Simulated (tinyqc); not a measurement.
Inside a calculation. Method: extended Hueckel theory, for HF. One step of it, computed by the program tinyqc.

Question. Mulliken analysis. P = C n C^T; charge = valence electrons (H 1, F 7) minus the sum of (P S)_ii on the atom; overlap population = 2 sum P_ij S_ij between two atoms.

coefficients:
```
              MO1        MO2        MO3       MO4        MO5
1F 2s    0.934026  -0.127875   0.000000  0.000000  -0.543960
1F 2px   0.000000   0.000000  -0.371057  0.928610   0.000000
1F 2py   0.000000   0.000000   0.928610  0.371057   0.000000
1F 2pz  -0.027665   0.910488   0.000000  0.000000  -0.556314
2H 1s    0.152418   0.217158   0.000000  0.000000   1.119598
```

occupations: 2.000000  2.000000  2.000000  2.000000  0.000000

overlap S:
```
           1F 2s    1F 2px    1F 2py    1F 2pz     2H 1s
1F 2s   1.000000  0.000000  0.000000  0.000000  0.373463
1F 2px  0.000000  1.000000  0.000000  0.000000  0.000000
1F 2py  0.000000  0.000000  1.000000  0.000000  0.000000
1F 2pz  0.000000  0.000000  0.000000  1.000000  0.324306
2H 1s   0.373463  0.000000  0.000000  0.324306  1.000000
```

Give: charges; Overlap populations.

Answer.

charges: 1F -0.6481, 2H 0.6481

Overlap populations:

| pair | value |
|---|---|
| 2-1 | 0.422202 |
